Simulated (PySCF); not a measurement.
## Simulated absorption spectrum

Compound: HNO3.
Geometry (PBE0-D3(BJ)/def2-SVP, Å), atoms numbered from 1 in this order:
```
atom  x, y, z in Å
O1     1.091   -0.703   -0.309
N2     1.045    0.470   -0.162
O3    -0.201    0.975   -0.116
O4    -1.215    0.026   -0.247
H5    -0.687   -0.803   -0.343
```

Method used: PySCF, TDDFT CAM-B3LYP/def2-SVPD, vertical, gas phase, core orbitals frozen in the response.

Each state is given a Gaussian of 0.3 eV full width at half maximum, with ε(max) = 2.175×10⁸ f / Δν̃ (Δν̃ the width in cm⁻¹). The width is an assumption, not a result. The curve ends short of the highest state used, and states not computed would add to its high-energy end.

E (eV), ε (L mol⁻¹ cm⁻¹) and a bar:
```
     3.67          0 
     3.81         11 
     3.94         78 
     4.08        197 #
     4.22        149 #
     4.36         34 
     4.50          2 
     4.63          0 
     4.77          0 
     4.91          0 
     5.05          0 
     5.18          0 
     5.32         20 
     5.46        429 ##
     5.60       2765 ################
     5.74       5331 ##############################
     5.87       3326 ###################
     6.01        625 ####
     6.15         37 
     6.29         29 
     6.43        102 #
     6.56        115 #
     6.70         41 
     6.84          4 
     6.98          0 
     7.11          0 
     7.25          1 
     7.39         41 
     7.53        541 ###
     7.67       2401 ##############
```

(1) Locate the maxima and give the states behind the curve.

(2) Coming from long wavelengths, where does ε first pass 100 L mol⁻¹ cm⁻¹?

(3) On this curve, what absorbance would a 10⁻⁴ mol/L sample give at 280 nm over a 1 cm path?

Answers

(1) 301 nm (4.12 eV), ε about 210, made up of S1 (100%); 216 nm (5.75 eV), ε about 5300, made up of S2 (100%); 190 nm (6.51 eV), ε about 120, made up of S3 (100%) (ε in L mol⁻¹ cm⁻¹; maxima over ε = 5, shares over 10%). At its high-energy end, 7.67 eV, the curve is still rising (ε about 2400, from S5). The states used: S1 4.12 eV (f 0.0023); S2 5.75 eV (f 0.059); S3 6.51 eV (f 0.0014); S4 7.68 eV (f 0.0018); S5 7.78 eV (f 0.037); S6 8.27 eV (f 0.0000).

(2) At about 313 nm (3.97 eV), 0.15 eV below S1.

(3) 280 nm is 4.428 eV, where ε is about 11 L mol⁻¹ cm⁻¹, so A = ε c l ≈ 0.0011 (Beer–Lambert, with the gas-phase spectrum and the assumed width).

One conformer stands for the species.
